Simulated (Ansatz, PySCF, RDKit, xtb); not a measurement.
# SiPH5O: from the formula to a structure

Given the formula SiPH5O and nothing else, which arrangement of the atoms is the most stable in the gas at 298.15 K, and what are its properties?

The funnel: GFN2-xTB relaxations, single points with a density functional, relaxations at BLYP-D3(BJ)/def2-SVP, harmonic vibrations, and a last energy at a higher level. All values are calculated.

7 further runs of the same task are left out: 7 set aside as unsound or not needed.

## (1) Drawing up candidates

A program enumerates the bonding patterns with one Lewis structure each (two rings at most, one unusual centre or charged pair), with their diastereomers. O–O, O–halogen and N–halogen bonds and N–N–N chains are not drawn. That gives 8 candidates.

```csv
label,SMILES,spin
c026,O[SiH2]P,singlet
c266,[OH2+][SiH-]P,singlet
c306,O[P@H][SiH3],singlet
c359,O[SiH-][P@H3+],singlet
c373,[SiH2-][OH+]P,singlet
c722,[O-][P@H2+][SiH3],singlet
c871,O[P@H2+][SiH2-],singlet
c912,[SiH3]OP,singlet
```

Candidates are built by distance geometry, with a force field where one applies, in up to four conformers (letters a to d). 6 starts with atoms placed at random are added, to find patterns that the rules miss.

Q: Predict the outcome of this search (final energies at CCSD(T)/def2-TZVP).

| quantity | value |
| --- | --- |
| lowest structure found | O[SiH2]P, singlet, C1 |
| next finalist | [SiH3]OP, singlet, 5.7 kcal/mol higher in G |
| share at equilibrium, among the finalists | 100.0 % |
| harmonic wavenumbers, lowest and highest (BLYP-D3(BJ)/def2-SVP) | 135 and 3716 cm⁻¹ |
| rotational constants, same geometry | 0.5386, 0.1137, 0.09996 cm⁻¹ |
| dipole moment (PBE0/def2-TZVPD) | 0.70 D |
| HOMO energy (PBE0/def2-TZVPD) | -7.57 eV |
| LUMO energy (PBE0/def2-TZVPD) | -0.46 eV |
| HOMO–LUMO gap (PBE0/def2-TZVPD) | 7.11 eV |
| lowest excitation (TD-CAM-B3LYP/def2-SVPD) | 6.27 eV (f = 0.012) |
| strongest of the states computed, same level | 7.26 eV (f = 0.188) |
| lowest triplet excitation, same level, Tamm-Dancoff | 5.50 eV |
| vertical ionisation energy | 9.66 eV |
| vertical electron affinity | -0.74 eV (unbound: the value depends on the basis) |
| vertical triplet less singlet | +5.24 eV |

The search ends on `O[SiH2]P`. The margin of 5.7 kcal/mol over the next finalist is beyond the usual error of the last level; it says nothing of structures that weren't ranked. HF/STO-3G, r2SCAN-D4/def2-SVP, BLYP-D3(BJ)/def2-SVP, HF/def2-TZVP and MP2/def2-TZVP already put its bonding pattern lowest among the structures in one piece; GFN2-xTB favours the singlet [SiH3]OP. The search is not exhaustive (a finite list of starts, one conformer a finalist), so a lower isomer can't be ruled out. Patterns outside the rules of the enumeration were met only by chance. The lowest isomer need not be the one that is made and kept in a bottle, which depends on barriers.
